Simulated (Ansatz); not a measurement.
Abridged output of a molecular run in Ansatz:

```
Functional definition: HF
1261 factors; integrals over basis functions are off by at most 8.8e-4 eV
mean field evaluation 1: about -6228.8707 eV, gradient 4.3e1 eV
mean field evaluation 2: about -6229.0786 eV, gradient 4.3e1 eV
mean field evaluation 4: about -6232.8528 eV, gradient 3.8e0 eV
mean field evaluation 8: about -6232.9024 eV, gradient 2.1e-1 eV
mean field -6232.90260388 eV, -229.0549458795 hartree, gradient 1.2e-6 eV, S^2 0.000000; 0 other end points of the search recorded, 0 dependent functions left out
4 core orbitals not correlated: weight in the atoms' cores, before any rotation towards them, 1.000 or more for the frozen orbitals, at most 0.000 for the correlated occupied ones
reference -6232.90260388 eV, -229.0549458795 hartree; 13, 13 occupied and 191, 191 virtual orbitals, 1261 factors
second order -22.66099559 eV of doubles, -0.00000000 eV of singles
cycle   1  -22.78823241 eV  change   -1.3e-1 eV  update   9.0e-2
cycle   2  -23.28137312 eV  change   -4.9e-1 eV  update   2.5e-2
cycle   3  -23.38307482 eV  change   -1.0e-1 eV  update   1.2e-2
cycle   4  -23.37385136 eV  change    9.2e-3 eV  update   2.5e-3
cycle   5  -23.37415507 eV  change   -3.0e-4 eV  update   1.2e-3
cycle   6  -23.37473462 eV  change   -5.8e-4 eV  update   3.6e-4
cycle   7  -23.37454731 eV  change    1.9e-4 eV  update   1.5e-4
cycle   8  -23.37449934 eV  change    4.8e-5 eV  update   4.3e-5
cycle   9  -23.37450650 eV  change   -7.2e-6 eV  update   1.4e-5
perturbative correction -0.85054715 eV, -0.0312570313 hartree
Total energy: -6257.12765753 eV, -229.9452001807 hartree
```

Its atoms:

Z-matrix (Å, degrees):
```
C
C 1 1.508
H 1 1.090 2 110.0
H 1 1.091 2 110.6 3 120.7
H 1 1.094 2 109.8 3 -120.1
O 2 1.403 1 107.2 3 179.3
O 2 1.402 1 112.8 3 56.4
H 2 1.097 1 110.8 3 -59.9
H 6 0.962 2 107.5 1 179.9
H 7 0.964 2 107.6 1 55.6
```

Task: Which basis set was used?
A. def2-TZVPPD
B. def2-QZVPP
C. cc-pV(Q+d)Z
D. def2-TZVPP

Result: D. It gives 208 functions.

Task: Write the keys of the input that set method, charge and spin (a neutral closed shell needs none for the last two).

Result: 
```yaml
correlation: {method: ccsd_t}
```
